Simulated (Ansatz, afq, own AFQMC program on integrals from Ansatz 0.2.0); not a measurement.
Atomization energy of ZrS, singlet

```xyz
2

Zr    0.0000    0.0000    0.0000
S     0.0000    0.0000    2.1434
```

Atoms in their ground-state spins without spin–orbit coupling (mostly on UHF) minus the molecule (RHF), without zero-point energy. The geometry is a stationary point, not shown to be a minimum.

Basis def2-SVP with its core potentials. Only valence electrons are correlated. Integrals, coupled cluster, full CI and functionals: Ansatz 0.2.0; the random walks run on the same integrals in our own AFQMC program. The CISD trial takes its coefficients from CCSD amplitudes. Released means that phaseless walkers are propagated on without the constraint, phases kept. Uncertainties: one standard error, sampling alone. No spin–orbit coupling. The metal's outer-core s and p shells are frozen, which shifts wave-function levels against functionals. The errors of all members are added in quadrature.

No full CI on the walks' own integrals is used here; CCSDT(Q) serves as the reference and is uncertain by about the last step of the cluster series. Each member takes its own surest rung, up to full CI.

The best estimate is CCSD(T) at the basis-set limit (CBS: def2-TZVPP and def2-QZVPP, with their diffuse functions for anions and beside diffuse sets, CCSD(T) itself extrapolated) plus the step from CCSD(T) to CCSDT(Q) in def2-SVP. Rows without CBS are in def2-SVP; B2PLYP and the wave-function rows carry a basis error of their own. Core correlation and relativity beyond core potentials are missing, and ± holds the sampling alone.

Cautions: no spin-orbit coupling; outer-core shells of the metal frozen; ZrS (singlet): higher spins were not checked, restricted determinant unstable towards unrestricted (UHF 435 meV lower, ⟨S²⟩ 0.89), (T) is large, 8 % of the CCSD correlation, CCSDT(Q) on the UHF determinant differs (37 meV higher), by its state or its frozen core, its ph-AFQMC/CISD value lies 83 ± 28 meV above CCSDT(Q); Zr (triplet): its ph-AFQMC/CISD value lies 21.6 ± 1.1 meV above full CI.

```csv
level,atomization energy (eV)
HF,2.423
MP2,5.194
CCSD,4.672
```

Question: From these cheaper values, estimate the atomization energy at the level of the best estimate.

Answer: 5.579 eV (best estimate, highest rung CCSDT(Q)).

| level | atomization energy (eV) | error against the best estimate (eV) |
| --- | --- | --- |
| CCSD(T) | 5.080 | -0.499 |
| CCSDT | 5.075 | -0.504 |
| CCSDT(Q) | 5.096 | -0.484 |
| ph-AFQMC/CISD | 5.038 ± 0.028 | -0.542 ± 0.028 |
| released AFQMC | 5.089 ± 0.055 | -0.491 ± 0.055 |
| HF/CBS | 2.444 | -3.135 |
| MP2/CBS | 5.836 | 0.257 |
| CCSD(T)/CBS | 5.566 | -0.014 |

Correlation beyond CCSD(T) adds 0.014 eV. Going to the basis-set limit adds 0.485 eV at CCSD(T). The perturbative (T) step is worth +0.408 eV.

Best estimates are given only where the step beyond CCSD(T) is under 0.3 eV and no member's determinant is very poor (T1 over 0.05, or 0.07 for open shells, ⟨S²⟩ too high by 0.3, two states mixed), so the hardest cases are missing from such tables.

CCSDT and higher add their correlation energy to the determinant of the CCSD(T) run, since their own runs factorise the integrals more tightly (a shift of under 2 meV). Each member of a difference takes its own highest rung, so a best estimate needn't equal the limit plus the step of one row. A walk keeps the symmetry of its determinant, which the program's search chose and which needn't be the lowest solution, so a lower state of the same spin and another symmetry isn't excluded. Released energies are given only where the last usable release times agree within the noise; a slower fall can still hide under it. The exponents were fitted on light atoms, and def2 sets of heavy atoms don't grow evenly, so the limit is rough here.
